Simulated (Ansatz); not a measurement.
Rutile PbO2, treated with PBE in Ansatz (plane waves, PAW).

Run with plane-wave cutoff 500 eV, 8×8×12 k mesh (along the axes of the cell as run), Fermi–Dirac smearing 0.05 eV, scalar-relativistic PAW data made under PBE.

Computed at the level's own relaxed cell.

Problem. Estimate the volume per atom, equilibrium lattice constant a and lattice parameter c that the calculation returns.

Solution. 
- volume per atom: 14.82 Å³/atom
- equilibrium lattice constant a: 5.080 Å
- lattice parameter c: 3.444 Å

Measured, for comparison: lattice constant a 4.958 Å (room temperature, no zero-point or thermal correction, our sources range from 4.950 to 4.958; as tabulated in Hiroi (2015), arXiv:1503.02262); lattice parameter c 3.388 Å (room temperature, no zero-point or thermal correction; as tabulated in Hiroi (2015), arXiv:1503.02262). Computed (rounded) less measured: lattice constant a +2.5 % (+2.5 % to +2.6 % over the range), lattice parameter c +1.7 %.

Spin–orbit coupling is not included; it can shift volumes and moduli of such heavy elements.

The computed numbers hold no vibrational or temperature effects.

Ansatz is an electronic-structure program.
